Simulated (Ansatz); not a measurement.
2H MoTe2, treated with r²SCAN+rVV10 (Ansatz, a quantum-chemistry and plane-wave program, plane waves, PAW).

Run with plane-wave cutoff 560 eV, 12×12×4 k mesh (along the axes of the cell as run), Fermi–Dirac smearing 0.01 eV, no spin polarisation, scalar-relativistic PAW data made under PBE.

A third-order Birch–Murnaghan fit to the energies gives V0 = 25.677 Å³/atom, B0 = 33.0 GPa, B′ = 11.6.

| V (Å³/atom) | P (GPa) |
|---|---|
| 24.647 | … |
| 25.160 | … |
| 25.674 | 0.003 |
| 26.187 | … |
| 26.701 | … |

Q: Estimate the withheld pressures from this fit; the answers are the runs' own values.

A: 
- 24.647, P (GPa): 1.688
- 25.160, P (GPa): 0.757
- 26.187, P (GPa): -0.583
- 26.701, P (GPa): -1.013

The formula P = (3/2) B0 (x^(7/3) − x^(5/3)) [1 + (3/4)(B′ − 4)(x^(2/3) − 1)] with x = V0/V meets the computed pressures within 0.01 GPa when these rounded values are put in.

Shape and atoms are relaxed at each volume.

Note: the bulk modulus comes from volumes at which shape and atoms were relaxed.

Spin–orbit coupling is not included.
